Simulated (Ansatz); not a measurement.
# BH5Si2: the cost of one run

The runs use Ansatz 0.2.0, Gaussian basis; single points in def2-TZVPP.

Cores are frozen in the correlated methods.

## Step 1: Starting geometry

SMILES `[SiH2]=B[SiH3]`, 8 atoms, charge 0, spin multiplicity 1.

Atoms are counted from 1 here; the program's logs count them from 0.

Bond lengths: Si1–B2 1.919 Å, Si1–H4 1.534 Å, Si1–H5 1.527 Å, B2–Si3 1.921 Å, Si3–H6 1.583 Å, Si3–H7 1.511 Å, Si3–H8 1.520 Å. Angles: B2–Si1–H4 92.1°, B2–Si1–H5 117.4°, H4–Si1–H5 119.1°, Si1–B2–Si3 172.4°, B2–Si3–H6 121.9°, B2–Si3–H7 104.0°, B2–Si3–H8 81.7°, H6–Si3–H7 115.1°, H6–Si3–H8 113.6°, H7–Si3–H8 116.4°.

Coordinates:

```xyz
8
BH5Si2
Si   -0.8856    1.3958   -1.3925
B    -0.0195    0.1875   -0.1795
Si    0.6381   -1.1677    1.0129
H    -2.1878    1.3636   -0.5828
H    -0.2063    2.7387   -1.6512
H     0.6740   -2.6965    0.6030
H    -0.0567   -0.8720    2.3218
H     1.9483   -0.4389    0.7637
```

## Step 2: PBE-D4/def2-TZVPP

Input file run/in.yaml:

```yaml
crystal:
  periodic: [false, false, false]
  atoms:
    - {symbol: Si, position_ang: [-0.885587, 1.395833, -1.392452]}
    - {symbol: B, position_ang: [-0.019539, 0.187508, -0.179513]}
    - {symbol: Si, position_ang: [0.638085, -1.167667, 1.012929]}
    - {symbol: H, position_ang: [-2.187802, 1.363599, -0.582766]}
    - {symbol: H, position_ang: [-0.206334, 2.738682, -1.651207]}
    - {symbol: H, position_ang: [0.673964, -2.696492, 0.603032]}
    - {symbol: H, position_ang: [-0.056731, -0.872018, 2.321846]}
    - {symbol: H, position_ang: [1.948325, -0.438895, 0.763692]}
basis:
  gaussian: {orbitals: def2-TZVPP}
hamiltonian: {xc: pbe, dispersion: d4}
output: {forces: true}
```

Command:

```
ansatz run in.yaml --threads 2 --pin off --events-out ev --progress --plain --max-ram 3481MiB
```

Q: Estimate wall time and peak memory on 2 threads of Intel Xeon Platinum 8488C, shared host.

About 2.1 s, with a peak of 0.22 GiB.
